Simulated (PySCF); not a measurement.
## How methods differ on the ionisation energy of O

O [He] 2s2 2p4 (3P) → O+ [He] 2s2 2p3 (4S), as a difference of total energies. Computed with PySCF 2.14 in 6-31G* (3s2p1d, 14 functions), with the non-relativistic Hamiltonian (point nucleus). Correlated levels: valence: 1s2 frozen. The calculations carry no spin-orbit coupling.

```json
{"method": "UHF", "ionisation energy (eV)": "12.030"}
{"method": "r2SCAN", "ionisation energy (eV)": "13.630"}
{"method": "PBE0", "ionisation energy (eV)": "13.739"}
{"method": "MP2 (valence)", "ionisation energy (eV)": "12.965"}
{"method": "SCS-MP2 (valence)", "ionisation energy (eV)": "12.965"}
{"method": "CCSD (valence)", "ionisation energy (eV)": "12.973"}
{"method": "CCSD(T) (valence)", "ionisation energy (eV)": "12.981"}
```

Errors of the correlated levels include the incompleteness of this basis and the frozen core.

**Question.** Which method comes closest to the reference value, and which is furthest?

**Answer.** The reference is 13.608 eV (measured; NIST levels, between the centres of gravity of the two terms). Closest: r2SCAN (error 0.022 eV); furthest: UHF (error -1.578 eV).
